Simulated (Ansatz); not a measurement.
**Si₂Cl (quartet): from Hartree-Fock to the top rungs, def2-QZVPP**

The task here is to estimate one member of a computed series from the others.

Computed with Ansatz 0.2.0, Gaussian basis. Level: def2-QZVPP, core rule «outside noble gas», up to 15 orbitals frozen.

To be run: UHF; ROHF; CCSD(T) on UHF.

### What is computed

The geometry is a PBE0/def2-TZVP stationary point (not a proven minimum).

3 atoms, charge 0, spin multiplicity 4.

Atoms are counted from 1 here; the program's logs count them from 0.

Bond lengths: Cl1–Si2 2.077 Å, Si2–Si3 2.325 Å. Angles: Cl1–Si2–Si3 112.0°.

Set-up of the first run:

in.yaml

```yaml
crystal:
  periodic: [false, false, false]
  atoms:
    - {symbol: Cl, position_ang: [0.000000, -0.369686, 1.635032]}
    - {symbol: Si, position_ang: [0.000000, 0.849888, -0.046560]}
    - {symbol: Si, position_ang: [0.000000, -0.383225, -2.017380]}
basis:
  gaussian: {orbitals: "def2-QZVPP.json"}
magnetization: {spin_polarized: true, initial_magnetization: 3}
hamiltonian: {xc: hf}
output: {orbitals: {seedname: orbitals}}
```

Run with:

```console
$ ansatz run in.yaml --threads 1 --pin off --events-out ev --progress --plain --max-ram 2393MiB
```

Among the steps run: UHF; ROHF; CCSD(T) on UHF.

One table of the session follows, with a row left open; its other results are not shown here.

It belongs to the step «Misses and costs». 

| method | from UCCSD(T) (meV) |
| --- | --- |
| ROHF | +12234.5 |
| UHF | +12076.6 |
| UMP2 | +1675.7 |
| UCCSD | ? |
| UCCSD(T) | 0 |

**Question.** Estimate the row for UCCSD.

The run gave: from UCCSD(T) (meV): +682.3. In the column «from UCCSD(T) (meV)» it lies between UCCSD(T) (0) and UMP2 (+1675.7).
